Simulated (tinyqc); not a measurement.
Orbital energy against energy difference: ionisation energy by orbital energies and by energy differences in the cc-pvdz basis, for CH4, spin multiplicity 1. Computed by the program tinyqc with PySCF. The cation is unrestricted; errors are against CCSD(T) in this basis, not against experiment.

Geometry (angstrom):

| atom | x | y | z |
|---|---|---|---|
| C | 0.0000 | 0.0000 | 0.0000 |
| H | 0.6030 | 0.6030 | 0.6030 |
| H | 0.6030 | -0.6030 | -0.6030 |
| H | -0.6030 | 0.6030 | -0.6030 |
| H | -0.6030 | -0.6030 | 0.6030 |

CCSD(T) difference in the same basis = 14.4806 eV

IP-EOM-CCSD = 14.4595 eV

First vertical ionisation energy (eV):

| method | -e(HOMO) | E(cation) - E | error of -e(HOMO) | error of the difference |
|---|---|---|---|---|
| HF | 15.081 | 13.55455 | 0.601 | -0.926 |
| LDA | 9.473 | 14.43486 | -5.007 | -0.046 |
| PBE | 9.464 | 14.33203 | -5.017 | -0.149 |
| B3LYP | 10.825 | 14.49504 | -3.656 | 0.014 |
| PBE0 | 11.084 | 14.42336 | -3.397 | -0.057 |
| CAM-B3LYP | 12.600 | 14.50580 | -1.881 | 0.025 |
| LC-wPBE | 14.106 | 14.54711 | -0.375 | 0.067 |

What does the comparison show, and why?

Koopmans errs by +0.60 eV and Delta-HF by -0.93 eV: relaxation, 1.53 eV, lowers the value and the missing correlation difference works against it. The PBE level is off by -5.0 eV through the wrong tail of its potential, though its energy difference is off by -0.15 eV; exact exchange deepens the level, and among the orbital energies LC-wPBE comes closest; among the differences B3LYP does.
